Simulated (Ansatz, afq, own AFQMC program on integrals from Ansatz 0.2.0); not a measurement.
## HO⁻, triplet: AFQMC among the cluster methods

```yaml
atoms:
  - { symbol: O, position_ang: [0.0000, 0.0000, 0.0000] }
  - { symbol: H, position_ang: [0.0000, 0.0000, 1.6080] }
```

Basis aug-cc-pVDZ. Noble-gas cores (and the filled d shells of Ga–Kr and In–Xe) are frozen. Integrals, coupled cluster, full CI and functionals: Ansatz 0.2.0; the random walks run on the same integrals in our own AFQMC program. ph-AFQMC/CISD is guided by a CISD state made of CCSD amplitudes; releasing the constraint for a short imaginary time cuts its bias at the price of noise, slowly where states lie close. Error bars are statistical, one sigma.

Determinant: ROHF, the one that the program's search chose, which needn't be the lowest solution. The geometry is a point of a scan.

No full CI on the walks' own integrals is used here; CCSDT(Q) serves as the reference and is uncertain by about the last step of the cluster series.

Cautions: lower spins were not checked.

* T1 diagnostic: 0.0384
* weight of the determinant in the CISD state: 0.900
* size of the correlated space: 8 electrons in 31 orbitals

| level | correlation energy (eV) |
| --- | --- |
| MP2 | -5.2866 |
| CCSD | -5.6955 |
| CCSD(T) | -5.8823 |

Task: Estimate where AFQMC with the constraint released lies against CCSD(T) on the same integrals.

Result: 1.86 ± 0.60 mEh below CCSD(T).

Reference: CCSDT(Q), correlation energy -5.916 eV. The released energy is read at 1.62 1/Eh, later times being too noisy (meV from the phaseless value at times in 1/Eh: -17 ± 15 at 0.24, -25 ± 14 at 0.51, -59 ± 19 at 0.99, -52 ± 16 at 1.62, -41 ± 26 at 2.40).

| level | E − E(reference) (mEh) | share of correlation (%) |
| --- | --- | --- |
| CCSD(T) | 1.25 | 99.43 |
| CCSDT | 0.40 | 99.82 |
| ph-AFQMC/HF | 7.73 ± 1.98 | 96.45 |
| ph-AFQMC/CISD | 1.31 ± 0.41 | 99.40 |
| released AFQMC | -0.61 ± 0.60 | 100.28 |

A walk keeps the symmetry of its determinant, which the program's search chose and which needn't be the lowest solution, so a lower state of the same spin and another symmetry isn't excluded. Released energies are given only where the last usable release times agree within the noise; a slower fall can still hide under it.
